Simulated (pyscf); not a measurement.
# Four-centre exchange: HO–In(Cl)–Cl (SMILES [OH][In]([Cl])[Cl]) + HCl (SMILES Cl) -> HO–InH–Cl (SMILES [OH][InH][Cl]) + Cl–Cl (SMILES ClCl)

Gas phase, singlet surface, charge 0. Bonds broken: In2–Cl3, Cl6–H7. Bonds formed: In2–H7, Cl3–Cl6. Optimised with ωB97X-D3(BJ)/def2-SVP in PySCF.

Transition state (Å):

```xyz
7

O      0.9825     0.7329    -1.0458
In    -0.5030    -0.3952    -0.3702
Cl    -0.9635     0.1945     2.1488
Cl    -2.5078    -0.3536    -1.5499
H      1.7425     0.7679    -0.4521
Cl    -0.5186    -2.1665     2.4794
H     -0.2610    -1.8695     0.6950
```

One imaginary mode, 1658i cm⁻¹; descent along it reached the two sides named, in the forms told below.

```tsv
bond	change	reactant side (Å)	saddle	product side
In2–Cl3	breaks	2.347	2.6	2.9
Cl6–H7	breaks	1.325	1.827	3.6
In2–H7	forms	3.2	1.835	1.705
Cl3–Cl6	forms	3.5	2.425	2.022
```

Electronic energies relative to the separated reactants (eV):

| level | barrier | reaction energy | reverse barrier |
|---|---|---|---|
| ωB97X-D3(BJ)/def2-TZVP | 4.87 | +2.86 | 2.02 |
| B3LYP-D3(BJ)/def2-TZVP | 4.21 | +2.65 | 1.56 |
| PBE0-D3(BJ)/def2-TZVP | 4.42 | +2.72 | 1.70 |
| M06-2X/def2-TZVP | 4.77 | +2.82 | 1.96 |
| ωB97M-D3(BJ)/def2-TZVP | 4.82 | +2.71 | 2.11 |
| HF/def2-TZVP | 6.19 | +3.02 | 3.17 |

With ωB97M-D3(BJ)/def2-TZVP energies and thermal terms (ideal gas, 1 atm, RRHO with modes under 100 cm⁻¹ raised to 100, one conformer, R ln 2 for chiral ones without a mode under 150 cm⁻¹), in eV:

```tsv
T (K)	ΔH‡	ΔG‡	ΔH	ΔG
298	4.73	5.16	+2.66	+2.66
600	4.75	5.59	+2.65	+2.67
900	4.77	6.00	+2.65	+2.68
1200	4.80	6.41	+2.66	+2.68
```

On the product side the descent ends in an adduct with a Cl–In contact, 0.24 eV under the separated species and 2.25 eV under the saddle at ωB97X-D3(BJ)/def2-TZVP. What is counted as broken (Cl–In) persists as a longer contact in the product adduct; parting that adduct is a step of its own. The same reactants have a lower exit, to HO–In(Cl)–Cl + HCl (barrier +0.01 eV at ωB97M-D3(BJ)/def2-TZVP, against +4.82 eV here). One saddle was located; it need not be the lowest between these sides. A restricted solution here is unstable towards spin polarisation, so biradical character is likely and single-reference numbers are less safe. Elements past Kr carry the def2 core potentials, without spin-orbit coupling.
